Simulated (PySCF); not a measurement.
## Working with the constants of AlSi⁺

ROHF-CCSD(T) constants of AlSi⁺, ³Π (triplet), unpaired electrons σ ↑, π ↑ (basis Al pcseg-1, Si pcseg-1; no relativity; PySCF 2.14; masses 26.9815 and 27.9769 u):

| Quantity | Value |
| --- | --- |
| ωe | 195.3 cm⁻¹ |
| ωexe | 2.65 cm⁻¹ |
| Be | 0.15446 cm⁻¹ |
| αe | 0.00230 cm⁻¹ |
| D (centrifugal) | 3.87e-07 cm⁻¹ |
| De to Al⁺ + Si | 0.64 eV |

(1) Give the vibrational terms G(v) and spacings up to v = 6.

(2) How well does the Morse estimate ωe²/(4ωexe) reproduce De, and what is D0?

Correlated steps freeze 10 core orbitals. Correlated levels converge slowly with the basis: in double zeta they bind strong bonds too weakly, by up to about 1 eV, and carry superposition errors of some tenths. For an ion De counts to the pair picked by the measured ionisation energies or electron affinities, which need not be the lowest pair at this level. The state is the lowest determinant that a PBE0 search found; another state may lie lower at other levels.

Answers

(1) G(v) = ωe(v+½) − ωexe(v+½)².

```
v  G(v) (cm⁻¹)  G(v) − G(v−1)  Bv (cm⁻¹)
0           97                    0.1533
1          287            190     0.1510
2          472            185     0.1487
3          651            179     0.1464
4          825            174     0.1441
5          994            169     0.1418
6         1157            163     0.1395
```

(2) It gives 0.45 eV, 70 % of the computed De. D0 = De − G(0) = 0.64 − 0.01 = 0.63 eV.
